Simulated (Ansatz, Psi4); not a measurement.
Heat of formation of C2HF (fluoroacetylene) from total energies

The species is C2HF (4 atoms), meant as a singlet with charge 0. As SMILES, `C#CF`. The shape is that of a PBE0-D4/def2-TZVP optimisation.

Total energies at MP3/cc-pVTZ, 3 core orbitals frozen (Psi4 1.11); the atoms run unrestricted:

| species | state | energy (Eh) |
| --- | --- | --- |
| C2HF | singlet | -176.266300 |
| C | triplet | -37.773427 |
| F | doublet | -99.615829 |
| H | doublet | -0.499810 |

Harmonic wavenumbers at PBE0-D4/def2-TZVP, in cm⁻¹: 426, 426, 622, 622, 1109, 2345, 3501.

Measured heats of formation of the gaseous atoms at 298.15 K, in kJ/mol: C 716.9, F 79.4, H 218.0. Spin-orbit lowering of the atoms at 298 K (mean of the ground term's levels less their thermal mean, from spectra), in kJ/mol: C 0.02, F 1.29. Take 1 Eh = 2625.50 kJ/mol, 1 cm⁻¹ = 0.0119627 kJ/mol, RT = 2.479 kJ/mol.

Task: What heat of formation follows?

Result: 
1. Electronic atomisation energy: 2 × (-37.773427) + (-99.615829) + (-0.499810) − (-176.266300) = 0.603807 Eh = 1585.3 kJ/mol.
2. Zero-point energy: half the sum of the wavenumbers, 4525.5 cm⁻¹ = 54.1 kJ/mol.
3. Thermal vibrational enthalpy, Σ hcν̃/(exp(hcν̃/kT) − 1): 2.3 kJ/mol. Translation, rotation and pV of a linear molecule: 3.5 RT = 8.7 kJ/mol.
4. The 4 free atoms carry 5/2 RT each: 24.8 kJ/mol.
5. Spin-orbit coupling lowers the free atoms by 2 × 0.02 + 1.29 = 1.3 kJ/mol.
6. Atomisation enthalpy at 298 K: 1585.3 − 1.3 − 54.1 − 2.3 − 8.7 + 24.8 = 1543.7 kJ/mol.
7. Sum of the atoms' heats of formation: 1731.2 kJ/mol. Heat of formation: 1731.2 − 1543.7 = +187.5 kJ/mol.

No measured value is set beside it here. Anharmonicity and any spin-orbit splitting of the molecule are left out, and so is core correlation.
